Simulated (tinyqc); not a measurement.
Inside a calculation. Method: RKS/BP86 in the sto-6g basis, for H2O, spin multiplicity 1. One step of it, computed by the program tinyqc.

Problem. Iteration 1: building the Kohn-Sham matrix. J_ij = sum D_kl (ij|kl); F = H + J + V_xc; E = tr D H + tr D J / 2 + E_xc + E_nn.

D at the start, lower triangle:
```
            1O 1s      1O 2s    1O 2px     1O 2py     1O 2pz     2H 1s     3H 1s
1O 1s    2.125002
1O 2s   -0.568756   2.574833
1O 2px   0.000000   0.000000  2.000000
1O 2py   0.001391  -0.009803  0.000000   2.336208
1O 2pz  -0.036775   0.224278  0.000000  -0.004060   2.106189
2H 1s    0.075201  -0.326604  0.000000  -0.342096  -0.181123  0.103135
3H 1s    0.077587  -0.337965  0.000000   0.350956  -0.186206  0.002958  0.108412
```

core Hamiltonian H = T + V (hartree), lower triangle:
```
             1O 1s      1O 2s     1O 2px     1O 2py     1O 2pz      2H 1s      3H 1s
1O 1s   -32.930152
1O 2s    -7.278227  -9.149601
1O 2px    0.000000   0.000000  -7.394408
1O 2py    0.000332   0.003363   0.000000  -7.540219
1O 2pz   -0.013796  -0.158137   0.000000   0.001527  -7.446880
2H 1s    -1.364891  -3.077668   0.000000  -1.905202  -1.182978  -4.635840
3H 1s    -1.413811  -3.158559   0.000000   1.944623  -1.206544  -0.993590  -4.686068
```

Two-electron integrals (ij|kl) in chemists' order, unique and non-zero (hartree):
```
(11|11) 4.787491    (21|11) 0.675884    (21|21) 0.121505    (22|11) 1.117379
(22|21) 0.249212    (22|22) 0.817383    (31|31) 0.025762    (32|31) 0.039145
(32|32) 0.180664    (33|11) 1.117381    (33|21) 0.249212    (33|22) 0.817382
(33|33) 0.880663    (41|41) 0.025762    (42|41) 0.039145    (42|42) 0.180664
(43|43) 0.047461    (44|11) 1.117381    (44|21) 0.249212    (44|22) 0.817382
(44|33) 0.785741    (44|44) 0.880663    (51|51) 0.025762    (52|51) 0.039145
(52|52) 0.180664    (53|53) 0.047461    (54|54) 0.047461    (55|11) 1.117381
(55|21) 0.249212    (55|22) 0.817382    (55|33) 0.785741    (55|44) 0.785741
(55|55) 0.880663    (61|11) 0.134151    (61|21) 0.023120    (61|22) 0.046401
(61|33) 0.046301    (61|41) 0.000971    (61|42) 0.001900    (61|44) 0.046520
(61|51) 0.000583    (61|52) 0.001140    (61|54) 0.000131    (61|55) 0.046380
(61|61) 0.004484    (62|11) 0.333006    (62|21) 0.075344    (62|22) 0.274480
(62|33) 0.269874    (62|41) 0.005182    (62|42) 0.038607    (62|44) 0.280035
(62|51) 0.003109    (62|52) 0.023164    (62|54) 0.006097    (62|55) 0.273532
(62|61) 0.014421    (62|62) 0.115767    (63|31) 0.008279    (63|32) 0.046911
(63|43) 0.007923    (63|53) 0.004754    (63|63) 0.016166    (64|11) 0.209017
(64|21) 0.047953    (64|22) 0.186310    (64|33) 0.177978    (64|41) 0.011149
(64|42) 0.071509    (64|44) 0.200552    (64|51) 0.001722    (64|52) 0.014759
(64|54) 0.008790    (64|55) 0.180400    (64|61) 0.009588    (64|62) 0.095529
(64|64) 0.094100    (65|11) 0.125410    (65|21) 0.028772    (65|22) 0.111786
(65|33) 0.106787    (65|41) 0.001722    (65|42) 0.014759    (65|44) 0.110823
(65|51) 0.009312    (65|52) 0.055766    (65|54) 0.010345    (65|55) 0.117748
(65|61) 0.005753    (65|62) 0.057317    (65|64) 0.046760    (65|65) 0.044222
(66|11) 0.483786    (66|21) 0.111497    (66|22) 0.465265    (66|33) 0.446906
(66|41) 0.009734    (66|42) 0.099797    (66|44) 0.487402    (66|51) 0.005840
(66|52) 0.059878    (66|54) 0.024298    (66|55) 0.461484    (66|61) 0.021548
(66|62) 0.251369    (66|64) 0.236647    (66|65) 0.141988    (66|66) 0.774999
(71|11) 0.138993    (71|21) 0.023953    (71|22) 0.048064    (71|33) 0.047961
(71|41) -0.001006   (71|42) -0.001966   (71|44) 0.048189    (71|51) 0.000603
(71|52) 0.001179    (71|54) -0.000136   (71|55) 0.048043    (71|61) 0.004564
(71|62) 0.014351    (71|64) 0.008720    (71|65) 0.005727    (71|66) 0.021151
(71|71) 0.004813    (72|11) 0.342187    (72|21) 0.077408    (72|22) 0.281648
(72|33) 0.276939    (72|41) -0.005321   (72|42) -0.039497   (72|44) 0.287328
(72|51) 0.003191    (72|52) 0.023689    (72|54) -0.006231   (72|55) 0.280676
(72|61) 0.014234    (72|62) 0.092442    (72|64) 0.053272    (72|65) 0.044328
(72|66) 0.159906    (72|71) 0.015347    (72|72) 0.121436    (73|31) 0.008543
(73|32) 0.048281    (73|43) -0.008122   (73|53) 0.004871    (73|63) 0.012407
(73|73) 0.017042    (74|11) -0.213653   (74|21) -0.049012   (74|22) -0.190196
(74|33) -0.181666   (74|41) 0.011482    (74|42) 0.073376    (74|44) -0.204783
(74|51) -0.001763   (74|52) -0.015052   (74|54) 0.008994    (74|55) -0.184138
(74|61) -0.008600   (74|62) -0.052876   (74|64) -0.018758   (74|65) -0.024848
(74|66) -0.083329   (74|71) -0.010154   (74|72) -0.099701   (74|74) 0.097986
(75|11) 0.128144    (75|21) 0.029396    (75|22) 0.114075    (75|33) 0.108959
(75|41) -0.001763   (75|42) -0.015052   (75|44) 0.113082    (75|51) 0.009600
(75|52) 0.057308    (75|54) -0.010595   (75|55) 0.120185    (75|61) 0.005651
(75|62) 0.044157    (75|64) 0.024918    (75|65) 0.033224    (75|66) 0.083043
(75|71) 0.006090    (75|72) 0.059798    (75|74) -0.048548   (75|75) 0.046160
(76|11) 0.099611    (76|21) 0.022722    (76|22) 0.088642    (76|33) 0.086899
(76|41) 0.000008    (76|42) 0.000085    (76|44) 0.088944    (76|51) 0.001532
(76|52) 0.013171    (76|54) 0.000019    (76|55) 0.090082    (76|61) 0.004284
(76|62) 0.035837    (76|64) 0.025767    (76|65) 0.019970    (76|66) 0.078212
(76|71) 0.004436    (76|72) 0.036604    (76|74) -0.026100   (76|75) 0.020307
(76|76) 0.013511    (77|11) 0.490031    (77|21) 0.112917    (77|22) 0.470331
(77|33) 0.451684    (77|41) -0.009939   (77|42) -0.101265   (77|44) 0.492823
(77|51) 0.005961    (77|52) 0.060737    (77|54) -0.024674   (77|55) 0.466483
(77|61) 0.020677    (77|62) 0.157438    (77|64) 0.082607    (77|65) 0.082118
(77|66) 0.289290    (77|71) 0.022609    (77|72) 0.258640    (77|74) -0.242333
(77|75) 0.145346    (77|76) 0.078212    (77|77) 0.774999
```

nuclear repulsion = 8.28350775 hartree

V_xc (hartree), lower triangle:
```
            1O 1s      1O 2s     1O 2px     1O 2py     1O 2pz      2H 1s      3H 1s
1O 1s   -3.139268
1O 2s   -0.389715  -0.845925
1O 2px   0.000000   0.000000  -0.848344
1O 2py   0.000038  -0.000061   0.000000  -0.843348
1O 2pz  -0.001098   0.000906   0.000000  -0.000105  -0.846092
2H 1s   -0.080136  -0.239516   0.000000  -0.142641  -0.084900  -0.228770
3H 1s   -0.083031  -0.246286   0.000000   0.145883  -0.086840  -0.063404  -0.233863
```

E_xc = sum of w rho eps_xc = -10.37165300 hartree

Give: Coulomb J; Kohn-Sham matrix F; total energy of this density.

Solution.

Coulomb J (hartree), lower triangle:
```
          1O 1s    1O 2s  1O 2px   1O 2py  1O 2pz   2H 1s   3H 1s
1O 1s   18.7907
1O 2s    3.3862   8.8618
1O 2px   0.0000   0.0000  8.8654
1O 2py  -0.0001   0.0002  0.0000   8.8577
1O 2pz   0.0036  -0.0020  0.0000   0.0002  8.8622
2H 1s    0.6477   2.8779  0.0000   1.9130  1.1462  4.6712
3H 1s    0.6710   2.9538  0.0000  -1.9529  1.1698  0.9102  4.7229
```

Kohn-Sham matrix F (hartree), lower triangle:
```
           1O 1s    1O 2s  1O 2px   1O 2py   1O 2pz    2H 1s    3H 1s
1O 1s   -17.2787
1O 2s    -4.2817  -1.1337
1O 2px    0.0000   0.0000  0.6227
1O 2py    0.0003   0.0035  0.0000   0.4742
1O 2pz   -0.0113  -0.1592  0.0000   0.0016   0.5692
2H 1s    -0.7973  -0.4392  0.0000  -0.1349  -0.1217  -0.1934
3H 1s    -0.8259  -0.4510  0.0000   0.1376  -0.1236  -0.1468  -0.1971
```

total energy of this density = -74.339053 hartree
